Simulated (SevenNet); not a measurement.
# hcp Hf

All values below come from the machine-learned potential SevenNet-l3i5 (trained on PBE and PBE+U data).

Cell: relaxed at this level.

```json
{
 "lattice_parameter_a": "3.200 Å",
 "c axis length": "5.067 Å",
 "equilibrium_volume_per_atom": "22.47 Å³/atom",
 "bulk_modulus": "106 GPa"
}
```

Measured, for comparison: lattice constant a 3.194 Å (293 K, not corrected to a static lattice, our sources range from 3.194 to 3.200; as tabulated in Wikipedia's data pages); lattice parameter c 5.051 Å (293 K, not corrected to a static lattice; as tabulated in Wikipedia's data pages); bulk modulus 110 GPa (zero-point energy and finite temperature contributions removed; as tabulated in doi:10.1021/acs.jctc.3c00612). Computed (rounded) less measured: lattice constant a +0.2 % (0.0 % to +0.2 % over the range), lattice parameter c +0.3 %, bulk modulus -4 %.

A machine-learned potential is trained on density-functional data: it inherits that level's misses and adds fitting errors of its own.
